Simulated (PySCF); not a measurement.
## A search over the determinants of AlCl⁺

Unrestricted PBE0; basis Al pcseg-1, Cl pcseg-1; no relativity; PySCF 2.14. Outer shells of the fragments: Al+ 3s2; Cl 3s2 3p5.

Followed along the bond (rough minima from three points):

| 2Ms+1 | unpaired | ⟨S²⟩ at the start | R at minimum (Å) | Te (eV) |
| --- | --- | --- | --- | --- |
| 2 | σ ↑ | 0.76 | 2.04 | 0.00 |
| 4 | σ ↑, π ↑↑ | 3.75 | none in the scan | ≤ 5.09 |

Solutions found at the starting distance of 2.265 Å, counted from the lowest of them; the search is not exhaustive and high or unbound solutions are not listed, so other states can lie among these:

```
2Ms+1   unpaired   term  E (eV)  ⟨S²⟩  ⟨Lz²⟩  μ (D)
    2        σ ↑    ²Σ⁺    0.00  0.76   0.00  -6.97
    2        π ↑     ²Π    1.93  0.75   1.01  -1.58
    2        π ↑     ²Π    4.31  0.84   1.00  -7.01
    4  σ ↑, π ↑↑  mixed    4.84  3.75   2.01  -1.75
    4  σ ↑, π ↑↑  mixed    4.99  3.75   2.01  -1.75
    4  σ ↑↑, π ↑     ⁴Π    6.68  3.75   1.00  -2.55
    4  σ ↑↑, π ↑     ⁴Π    7.13  3.75   1.01  -2.01
    4      σ ↑↑↑    ⁴Σ⁺    8.86  3.75   0.00  -2.78
```

A term symbol is given only where ⟨S²⟩ and ⟨Lz²⟩ are close to those of a pure state; real π, δ and φ orbitals otherwise mix terms. A positive dipole points towards Cl; it is taken about the centre of mass and depends on that origin.

Counting both spins, an empty level lies below a filled one in some of these solutions, because spin and occupation are held.
